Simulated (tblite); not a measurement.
Task: Give a GFN2-xTB geometry of `[CH2+][CH][C@]12C[C@H]1C2` [radical]. (Charge +1 and doublet state.)

Result: 
```
atom  x, y, z in Å
C1     2.134    0.381    0.683
C2     0.975    0.896    0.208
C3    -0.084    0.110   -0.292
C4    -1.427    0.535   -0.832
C5    -1.503   -0.457    0.245
C6    -0.410   -1.354   -0.158
H7     2.322   -0.680    0.716
H8     2.917    1.027    1.045
H9     0.854    1.971    0.135
H10   -1.797    1.540   -0.653
H11   -1.627    0.203   -1.849
H12   -1.920   -0.329    1.229
H13    0.077   -1.958    0.600
H14   -0.511   -1.887   -1.101
```

Any rigid rotation of these coordinates is as good. Atoms count from 1 in this order. The 3-membered ring C3–C4–C5 has internal angles of 55.7° to 66.0°. C1 (carbon bonded to C and 2 H) is planar (angles 122.3°, 120.8° and 117.0°, sum 360.0°, 0.00 Å off the plane of its three neighbours). Of the pairs four or more bonds apart, C6···H7 is among the closest relative to their van der Waals radii: 2.95 Å, 102 % of the sum of Bondi's values. C2 (carbon bonded to 2 C and H) is planar (angles 123.7°, 119.7° and 116.5°, sum 359.9°, 0.03 Å off the plane of its three neighbours).

Bonds between heavy atoms (Å): C1–C2 1.355, C2–C3 1.410, C3–C4 1.509, C4–C5 1.466, C5–C6 1.471, C3–C5 1.620, C3–C6 1.506.

Structure optimised with GFN2-xTB, isolated species. This method treats the open shell by occupation alone, without spin polarisation.

Point group: C1 (no symmetry element, even within 0.4 Å). Its GFN2-xTB frequencies are all real (lowest 128 cm⁻¹). Torsions: H–C1–C2–C3 -1° and 179°, C1–C2–C3–C4 179°.

One conformer stands for the species.

All values are computed, not measured.
